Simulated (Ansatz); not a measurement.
Input for Ansatz (development build ahead of 0.2.0):

```yaml
crystal:
  periodic: [false, false, false]
  atoms:
    - { symbol: S, position_ang: [0.0, 0.0, 0.0] }
    - { symbol: O, position_ang: [0.0, 0.0, 3.129] }
basis:
  gaussian: { orbitals: "6-31G" }
magnetization:
  spin_polarized: true
hamiltonian:
  xc: pbe
scf:
  omitted_lower_state_checks: [stability, starts, atomic_configurations, cluster_reference, orbital_swaps, given_window_search, neighbouring_geometries, increment]
output:
  forces: true
```

The input is written out in the form of the current development build from the run's settings.

Results

- Converged: yes
- Total energy: -472.80216 hartree
- Spin squared of the determinant: 0.000

Forces (eV/Å):
```tsv
atom	Fx	Fy	Fz
S1	0.000	0.000	1.834
O2	0.000	0.000	-1.834
```

This is not the lowest solution: another run reaches a determinant 2.22 eV lower. Caution: charge can spread falsely over distant fragments; another spin multiplicity may lie lower.
